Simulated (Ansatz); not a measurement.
A calculation with Ansatz (development build ahead of 0.2.0).

```yaml
crystal:
  periodic: [false, false, false]
  atoms:
    - { symbol: O, position_ang: [0.0, 0.8387, -0.71524] }
    - { symbol: H, position_ang: [0.0, 1.59467, -0.10968] }
    - { symbol: Cl, position_ang: [0.0, -0.48849, 0.34304] }
basis:
  gaussian: { orbitals: cc-pVTZ }
hamiltonian:
  xc: hf
correlation:
  method: mp2
  frozen_orbitals: { Cl: 5, H: 0, O: 1 }
```

The input is written out in the form of the current development build from the run's settings.

The run gave:

```
Converged                       : yes
Reference energy                : -534.91926 hartree
Correlation energy              : -0.43832 hartree
Total energy                    : -535.35758 hartree
Spin squared of the determinant : 0.000
```
